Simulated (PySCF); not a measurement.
Simulated outer-valence photoelectron spectrum of CF3NH2, `NC(F)(F)F`. Theory: EOM-IP-CCSD/aug-cc-pVDZ in PySCF, restricted Hartree–Fock reference, frozen core, non-relativistic, gas phase, PBE0-D3(BJ)/def2-SVP geometry.

Each root has a Gaussian of 0.4 eV full width with its one-hole share as area; cross sections and vibrations are left out, and the highest printed point is 100.

ionisation energy (eV), intensity and a bar:
```
     11.2          2 #
     11.4         19 ######
     11.6         44 #############
     11.8         25 ########
     12.0          4 #
     12.2          0 
     12.4          0 
     12.6          0 
     12.8          0 
     13.0          0 
     13.2          0 
     13.4          0 
     13.6          0 
     13.8          0 
     14.0          0 
     14.2          0 
     14.4          0 
     14.6          5 ##
     14.8         30 #########
     15.0         53 ################
     15.2         66 ####################
     15.4        100 ##############################
     15.6         90 ###########################
     15.8         30 #########
     16.0          3 #
     16.2          1 
     16.4         15 ####
     16.6         65 ###################
     16.8         79 ########################
     17.0         27 ########
     17.2          3 #
     17.4          0 
     17.6          4 #
     17.8         27 ########
     18.0         44 #############
     18.2         18 #####
     18.4          2 #
```

Where are the maxima, and how many lines lie under the curve?

4 maxima, at 11.6, 15.5, 16.7 and 18.0 eV, from 8 lines. At this width some lines have no maximum of their own.

List the lines with their holes.

```
E (eV)  leading hole (HF orbital)  area  Koopmans (eV)
 11.62                       HOMO  0.95          13.03
 14.95                     HOMO-2  0.95          17.61
 15.30                     HOMO-1  0.95          17.22
 15.50                     HOMO-3  0.95          17.85
 15.59                     HOMO-4  0.95          17.97
 16.68                     HOMO-5  0.95          18.62
 16.78                     HOMO-6  0.95          19.35
 17.97                     HOMO-7  0.96          19.82
```

The widest gap, 3.33 eV, lies between 11.62 and 14.95 eV. Only orbitals with −ε under 21 eV, eight at most, were ionised, so the high end of the curve may lack lines.

Conformer computed: `[NH2:1][C:2]([F:3])([F:4])[F:5]`: H–N1–C2–F3 -57°, H–N1–C2–F3 178°.
